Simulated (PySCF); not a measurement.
Task: Give a GFN2-xTB geometry of `COC(C)(C)C`.

Result: 
Z-matrix in Å and degrees, rows numbered from 1:
```
C 
O   1  1.4036
C   2  1.4283  1  117.85
C   3  1.5349  2  111.80  1    61.93
C   3  1.5319  2  103.73  1   179.98
C   3  1.5349  2  111.81  1   -61.98
H   1  1.0952  2  112.37  3   -61.66
H   1  1.0891  2  105.40  3  -179.99
H   1  1.0952  2  112.36  3    61.73
H   4  1.0865  3  109.61  2   169.20
H   4  1.0877  3  111.40  2   -71.05
H   4  1.0877  3  109.90  2    49.66
H   5  1.0864  3  109.63  2   -59.34
H   5  1.0861  3  110.69  2  -179.97
H   5  1.0864  3  109.63  2    59.40
H   6  1.0876  3  111.38  2    70.90
H   6  1.0877  3  109.90  2   -49.78
H   6  1.0865  3  109.62  2  -169.36
```

Of the pairs four or more bonds apart, C4···H7 is among the closest relative to their van der Waals radii: 2.71 Å, 94 % of the sum of Bondi's values. The 2 C–O bonds span 1.404 Å (C1–O2, drawn single) to 1.428 Å (O2–C3, drawn single), a spread of 0.024 Å. All 3 C–C bonds measure 1.532 to 1.535 Å.

Computed geometry: GFN2-xTB, gas phase.

Point group: Cs (every atom within 0.08 Å of its image). No frequency check.
